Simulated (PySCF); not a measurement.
From one molecule to another.

First species: formyl fluoride, CHFO.
SMILES: `O=CF`

Second species: C4H10N3P.
SMILES: `CN1C=CN(C)P1N`

Levels: B3LYP/def2-SVPD for HOMO energy, LUMO energy, HOMO–LUMO gap and static isotropic polarisability; TDDFT B3LYP/def2-SVPD for lowest singlet excitation; TDA B3LYP/def2-SVPD for lowest triplet excitation (Tamm–Dancoff). Geometries: GFN2-xTB. All species are isolated and taken at one optimised geometry, non-relativistic unless stated; the electronic structure was computed with PySCF and density fitting.

Values for the first species:

- HOMO energy: -9.46 eV
- LUMO energy: -1.43 eV
- HOMO–LUMO gap: 8.03 eV
- Lowest singlet excitation: 6.00 eV
- Lowest triplet excitation (Tamm–Dancoff): 5.37 eV
- Static isotropic polarisability: 18.0 au

(1) Estimate the same properties for the second species, and the change in each.

Results:

(1) 
| property | first | second | second less first |
| --- | --- | --- | --- |
| HOMO energy | -9.46 eV | -4.63 eV | +4.83 eV |
| LUMO energy | -1.43 eV | 0.44 eV | +1.87 eV |
| HOMO–LUMO gap | 8.03 eV | 5.07 eV | -2.96 eV |
| lowest singlet excitation | 6.00 eV | 4.15 eV | -1.85 eV |
| lowest triplet excitation (Tamm–Dancoff) | 5.37 eV | 3.53 eV | -1.84 eV |
| static isotropic polarisability | 18.0 au | 99.7 au | +81.7 au |

On the first: The principal polarisabilities are 13.3, 17.9 and 22.7 au; their mean is the isotropic value. The polarisability is 2.66 Å³ as a volume (1 au = 0.148185 Å³), or 0.75 au for each of the 24 electrons.

On the second: The vertical singlet–triplet gap S1 − T1 is 0.62 eV (TDDFT singlet less Tamm–Dancoff triplet). The polarisability is 14.78 Å³ as a volume (1 au = 0.148185 Å³), or 1.42 au for each of the 70 electrons.
